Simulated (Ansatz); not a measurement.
# AlCl (singlet): from Hartree-Fock to the top rungs, aug-cc-pVDZ

The task here is to estimate one member of a computed series from the others.

Method: aug-cc-pVDZ, core rule «outside noble gas», up to 10 orbitals frozen; program: Ansatz 0.2.0, Gaussian basis.

The runs, in order: UHF; CCSD(T) on RHF; BCCD(T) on RHF; CISD; CCSDT(Q) on RHF.

24 further runs of the same task are left out: 11 for a known fault of the program, 6 that didn't finish, 7 set aside as unsound or not needed.

### The system

The geometry is a PBE0/def2-TZVPD stationary point (not a proven minimum) of the parent state, kept for this charge and spin.

2 atoms, charge 0, spin multiplicity 1.

Atoms are counted from 1 here; the program's logs count them from 0.

Bond lengths: Al1–Cl2 2.304 Å.

Set-up of the first run:

File in.yaml:

```yaml
crystal:
  periodic: [false, false, false]
  atoms:
    - {symbol: Al, position_ang: [0.000000, 0.000000, 0.000000]}
    - {symbol: Cl, position_ang: [0.000000, 0.000000, 2.303900]}
basis:
  gaussian: {orbitals: aug-cc-pVDZ}
magnetization: {spin_polarized: true, initial_magnetization: 0}
hamiltonian: {xc: hf}
output: {orbitals: {seedname: orbitals}}
```

Run with:

```
$ ansatz run in.yaml --threads 1 --pin off --events-out ev --progress --plain --max-ram 2393MiB
```

Among the steps run: UHF; CCSD(T) on RHF; BCCD(T) on RHF; CISD; CCSDT(Q) on RHF.

One of the session's tables, all rows but one given; the rest of the session is left out.

It belongs to the step «Misses and costs». 

```
   method  from RCCSDT(Q) (meV)
      RHF               +6080.0
     RMP2                     ?
     CISD                +674.3
    RCCSD                +203.1
 RCCSD(T)                 +31.4
  BCCD(T)                 +30.5
   RCCSDT                 +14.6
RCCSDT(Q)                     0
```

**Question.** Estimate the row for RMP2.

The run gave: from RCCSDT(Q) (meV): +845.2. In the column «from RCCSDT(Q) (meV)» it lies between CISD (+674.3) and RHF (+6080.0).
